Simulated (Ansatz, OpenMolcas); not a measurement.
OpenMolcas → Ansatz

OpenMolcas 26.06 runs this on HBS (SMILES B=S):

job.inp:
```
&GATEWAY
 BASLIB
 $CurrDir
 BASISSET
 B.STO-3G....
 B1 -0.041030 -0.016100 0.142540 angstrom
 End of Basis
 BASISSET
 S.STO-3G....
 S2 0.395320 0.146510 -1.379660 angstrom
 End of Basis
 BASISSET
 H.STO-3G....
 H3 -0.354300 -0.130410 1.237110 angstrom
 End of Basis

&SEWARD
 GRIDINPUT
 Grid=UltraFine
 End of Grid

&SCF
 KSDFT
 SVWN5
 THRESHOLDS
 1e-10 1e-07 1e-07 1e-05
 PRORBITALS
 1 1
```

```bash
$ export MOLCAS_MEM=1860
$ pymolcas job.inp > job.log
```

(Basis files named in the input come from the Basis Set Exchange and aren't shown.)

The coordinates come from a GFN2-xTB relaxation.

It gives a total energy of -417.234124 Eh.

Question: Translate the job to Ansatz 0.2.0 as an input file of the program's own.

Answer: One way, which was run:

in.yaml:
```yaml
crystal:
  periodic: [false, false, false]
  atoms:
    - symbol: B
      position_ang: [-0.041030, -0.016100, 0.142540]
    - symbol: S
      position_ang: [0.395320, 0.146510, -1.379660]
    - symbol: H
      position_ang: [-0.354300, -0.130410, 1.237110]
basis:
  gaussian: {orbitals: STO-3G}
hamiltonian: {xc: {name: SVWN5}}
accuracy: high
```

```bash
$ ansatz run in.yaml --threads 1 --pin off --max-ram 2610MiB --events-out events.jsonl --progress --plain --runs-dir runs
```

Its energy is -417.234125 Eh, the same as the first but for the last digit, at most.
